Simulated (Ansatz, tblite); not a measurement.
**Diborane 1,2-di F (B2H4F2): a ladder of methods and basis sets**

An exercise on one series of results from a longer session: the logs are not shown, and one member is left open.

Program: Ansatz 0.2.0, Gaussian basis. Level of theory: as each input shows. These are calculated values, not measurements.

The runs, in order: GFN1-xTB, GFN2-xTB, PBE-D4/def2-TZVP, r2SCAN-D4/def2-TZVP, r2SCAN0-D4/def2-TZVP, CAM-B3LYP-D4/def2-TZVP, B2PLYP/def2-TZVP, B97M-V/def2-TZVP, revPBE-D4/def2-TZVP, PBE-QIDH/def2-TZVP, ωB97M-V/def2-TZVP, PBE-D4/def2-SVP, PBE0-D4/def2-SVP, HF/STO-3G, HF/6-31G, B3LYP-D4/6-31G, PBE0-D4/def2-TZVPD, PBE-D4/def2-TZVPD, r2SCAN-D4/def2-TZVPD, CCSD(T)/def2-TZVPP, MP2/def2-TZVP, RPA/def2-TZVP.

## The relaxed structure

The singlet was relaxed beforehand with B3LYP-D4/def2-TZVP.

8 atoms, charge 0, spin multiplicity 1.

Bond lengths: B1–F2 1.342 Å, B1–H3 1.189 Å, B1–H4 1.335 Å, B1–B5 1.800 Å, B1–H8 1.334 Å, H4–B5 1.334 Å, B5–F6 1.342 Å, B5–H7 1.189 Å, B5–H8 1.335 Å. Angles: F2–B1–H3 121.7°, F2–B1–H4 112.1°, F2–B1–B5 119.4°, F2–B1–H8 112.1°, H3–B1–H4 106.2°, H3–B1–B5 118.9°, H3–B1–H8 106.3°, H4–B1–B5 47.6°, H4–B1–H8 94.9°, B5–B1–H8 47.6°, B1–H4–B5 84.8°, B1–B5–H4 47.6°, B1–B5–F6 119.4°, B1–B5–H7 118.9°, B1–B5–H8 47.6°, H4–B5–F6 112.1°, H4–B5–H7 106.3°, H4–B5–H8 94.9° and more.

As a file:

```xyz
8
B2F2H4
B     0.8637    0.1151    0.2254
F     1.5241   -0.9153    0.7750
H     1.3899    1.1633    0.0331
H    -0.2759    0.3816    0.8668
B    -0.8644   -0.0876   -0.2348
F    -1.4688   -1.2663   -0.0221
H    -1.4405    0.8311   -0.7214
H     0.2718   -0.2218   -0.9219
```

PBE0-D4/def2-TZVP was run before; its log isn't repeated, and its numbers join the tables.

The first run:

Tight binding, by tblite at 300 K electronic temperature and without a spin-polarisation term:

```python
tblite.interface.Calculator('GFN1-xTB', numbers, positions, charge=0, uhf=0).singlepoint()
```

Tight binding, by tblite at 300 K electronic temperature and without a spin-polarisation term:

```python
tblite.interface.Calculator('GFN2-xTB', numbers, positions, charge=0, uhf=0).singlepoint()
```

start.molden holds the orbitals of an earlier run on this state, given as this run's starting guess.

Input file in.yaml:

```yaml
crystal:
  periodic: [false, false, false]
  atoms:
    - {symbol: B, position_ang: [0.863696, 0.115105, 0.225390]}
    - {symbol: F, position_ang: [1.524118, -0.915323, 0.774974]}
    - {symbol: H, position_ang: [1.389949, 1.163267, 0.033123]}
    - {symbol: H, position_ang: [-0.275876, 0.381559, 0.866792]}
    - {symbol: B, position_ang: [-0.864419, -0.087562, -0.234821]}
    - {symbol: F, position_ang: [-1.468754, -1.266340, -0.022144]}
    - {symbol: H, position_ang: [-1.440534, 0.831064, -0.721417]}
    - {symbol: H, position_ang: [0.271819, -0.221761, -0.921898]}
basis:
  gaussian: {orbitals: def2-TZVP, initial_orbitals: start.molden}
hamiltonian: {xc: pbe, dispersion: d4}
scf: {omitted_lower_state_checks: [starts]}
output: {orbitals: {seedname: orbitals}}
```

The run is started by

```sh
$ ansatz run in.yaml --threads 4 --pin off --events-out ev --progress --plain --max-ram 3916MiB
```

Among the steps run: PBE-D4/def2-TZVP; r2SCAN-D4/def2-TZVP; r2SCAN0-D4/def2-TZVP; CAM-B3LYP-D4/def2-TZVP; B2PLYP/def2-TZVP; B97M-V/def2-TZVP; revPBE-D4/def2-TZVP; PBE-QIDH/def2-TZVP; ωB97M-V/def2-TZVP; PBE-D4/def2-SVP; PBE0-D4/def2-SVP; HF/STO-3G; HF/6-31G; B3LYP-D4/6-31G; PBE0-D4/def2-TZVPD; PBE-D4/def2-TZVPD; r2SCAN-D4/def2-TZVPD; CCSD(T)/def2-TZVPP; MP2/def2-TZVP; RPA/def2-TZVP.

One table of the session follows, with a row left open; its other results are not shown here.

| level | HOMO (eV) | LUMO (eV) | gap (eV) |
| --- | --- | --- | --- |
| HF/STO-3G | -10.93 | 7.42 | 18.35 |
| HF/6-31G | -14.01 | 3.45 | 17.45 |
| PBE-D4/def2-SVP | -8.05 | -1.20 | 6.85 |
| PBE-D4/def2-TZVP | -8.22 | -1.38 | 6.84 |
| PBE-D4/def2-TZVPD | ? | ? | ? |
| revPBE-D4/def2-TZVP | -8.18 | -1.27 | 6.91 |
| r2SCAN-D4/def2-TZVP | -8.61 | -1.04 | 7.57 |
| r2SCAN-D4/def2-TZVPD | -8.63 | -1.08 | 7.55 |
| B97M-V/def2-TZVP | -8.73 | -1.13 | 7.60 |
| B3LYP-D4/6-31G | -9.50 | -0.53 | 8.97 |
| PBE0-D4/def2-SVP | -9.76 | -0.24 | 9.53 |
| PBE0-D4/def2-TZVP | -9.86 | -0.39 | 9.47 |
| PBE0-D4/def2-TZVPD | -9.89 | -0.46 | 9.43 |
| r2SCAN0-D4/def2-TZVP | -10.12 | -0.17 | 9.95 |
| CAM-B3LYP-D4/def2-TZVP | -11.38 | 0.72 | 12.10 |
| ωB97M-V/def2-TZVP | -12.22 | 1.64 | 13.86 |

Estimate the missing values for PBE-D4/def2-TZVPD.

As computed: HOMO (eV): -8.26; LUMO (eV): -1.45; gap (eV): 6.81. In the column «HOMO (eV)» it lies between r2SCAN-D4/def2-TZVP (-8.61) and PBE-D4/def2-TZVP (-8.22).
